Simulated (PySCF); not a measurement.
Species, as SMILES: O (H2O).
Geometry (B3LYP-D3(BJ)/def2-TZVP, fixed):
```xyz
3

O      0.0070     0.0013     0.1167
H     -0.0500     0.7593    -0.4742
H     -0.0062    -0.7700    -0.4592
```

Basis-set convergence of the isotropic shielding of H2 at PBE with PySCF. GIAO, no density fitting; atoms are numbered in the order shown. All functions are spherical. Core-valence sets carry the plain set on hydrogen. No added dispersion term, no relativity. Reference: the value in pcSseg-3, 30.94 ppm, itself unsure by roughly 0.10 ppm (its mean distance from cc-pCVQZ, pcseg-3, pcSseg-2). Deviations are taken from unrounded values.

| basis | functions | isotropic shielding of H2 (ppm) | minus reference (ppm) |
|---|---|---|---|
| STO-3G | 7 | 33.87 | 2.93 |
| 6-31G | 13 | 32.93 | 1.99 |
| pcSseg-0 | 13 | 32.88 | 1.94 |
| pcseg-0 | 13 | 33.03 | 2.09 |
| cc-pVDZ | 24 | 31.87 | 0.93 |
| def2-SVP | 24 | 31.70 | 0.76 |
| pcseg-1 | 24 | 31.43 | 0.49 |
| 6-311+G** | 34 | 31.75 | 0.80 |
| def2-SVPD | 39 | 31.33 | 0.39 |
| aug-cc-pVDZ | 41 | 31.56 | 0.61 |
| aug-pcseg-1 | 41 | 31.35 | 0.40 |
| def2-TZVP | 43 | 31.78 | 0.84 |
| cc-pVTZ | 58 | 31.39 | 0.45 |
| pcseg-2 | 58 | 31.13 | 0.19 |
| def2-TZVPP | 59 | 31.33 | 0.39 |
| cc-pCVTZ | 71 | 31.39 | 0.45 |
| cc-pVQZ | 115 | 31.14 | 0.20 |
| def2-QZVPP | 117 | 31.08 | 0.13 |
